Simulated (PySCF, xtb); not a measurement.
hydrogen isocyanide cation (CHN), SMILES [C-]#[NH+] (connectivity only; charge and spin as stated), charge +1, multiplicity 2.

Harmonic wavenumbers (cm⁻¹) from GFN2-xTB run with xtb at its own minimum, in rising order: 586, 586, 2338, 3026.

Problem. What does PBE-D3(BJ)/def2-TZVPD run with PySCF give at its own minimum? (The exact figures need the calculation; the answer reports its results.)

Solution. 557, 557, 2248, 3473. Paired by order, the mean absolute difference is 149 cm⁻¹ and the zero-point energies are 9.3 and 9.8 kcal/mol.
